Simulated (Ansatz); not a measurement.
1T (CdI2-type) SnSe2, treated with PBE-D3(BJ) in Ansatz (PAW).

**Question.** Give the computed interlayer binding energy, layer repeat distance and gap between the layers.

**Answer.** 
* **interlayer binding energy**: 22.6 meV/Å²
* **layer repeat distance**: 6.008 Å
* **gap between the layers**: 2.821 Å

Spin–orbit coupling is not included.

Computing time: very roughly 3 core-minutes.

Ansatz is a quantum-chemistry and plane-wave program.
